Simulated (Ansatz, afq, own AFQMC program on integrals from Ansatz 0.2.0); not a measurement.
BeNH2, quartet in cc-pVDZ, levels against CCSDT(Q)

```tsv
atom	x (Å)	y (Å)	z (Å)
N	0.0000	-0.0305	1.4690
Be	0.0000	-0.1814	-2.2819
H	0.0000	0.7766	2.0990
H	0.0000	1.2694	-2.1098
```

Connectivity, by distances: NH ··· BeH.

Basis cc-pVDZ. Noble-gas cores (and the filled d shells of Ga–Kr and In–Xe) are frozen. AFQMC by an in-house program on the Cholesky factors that Ansatz 0.2.0 writes for its CCSD(T) run. ph-AFQMC/CISD is guided by a CISD state made of CCSD amplitudes; releasing the constraint for a short imaginary time cuts its bias at the price of noise, slowly where states lie close. Uncertainties: one standard error, sampling alone.

Determinant: UHF, the one that the program's search chose, which needn't be the lowest solution. The geometry is a point of a scan.

No full CI on the walks' own integrals is used here; CCSDT(Q) serves as the reference and is uncertain by about the last step of the cluster series.

Cautions: lower spins were not checked.

- T1 diagnostic: 0.0116
- weight of the determinant in the CISD state: 0.926
- ⟨S²⟩ of the determinant: 3.767
- size of the correlated space: 9 electrons in 36 orbitals

```json
{"level": "MP2", "correlation energy (eV)": "-3.5792"}
{"level": "CCSD", "correlation energy (eV)": "-4.4049"}
{"level": "CCSD(T)", "correlation energy (eV)": "-4.4595"}
```

Estimate where AFQMC with the constraint released lies against CCSD(T) on the same integrals.

0.67 ± 0.35 mEh below CCSD(T). The gap is under twice the noise, so this walk alone can't tell the two apart.

Reference: CCSDT(Q), correlation energy -4.477 eV. The released energy is read at 2.40 1/Eh (meV from the phaseless value at times in 1/Eh: -5 ± 7 at 0.24, -9 ± 7 at 0.51, -10 ± 5 at 0.99, -15 ± 5 at 1.62, -15 ± 9 at 2.40).

```
         level  E − E(reference) (mEh)  share of correlation (%)
       CCSD(T)                    0.64                     99.61
         CCSDT                    0.11                     99.93
 ph-AFQMC/CISD             0.54 ± 0.19                     99.67
released AFQMC            -0.03 ± 0.35                    100.02
```

A walk keeps the symmetry of its determinant, which the program's search chose and which needn't be the lowest solution, so a lower state of the same spin and another symmetry isn't excluded. Released energies are given only where the last usable release times agree within the noise; a slower fall can still hide under it.
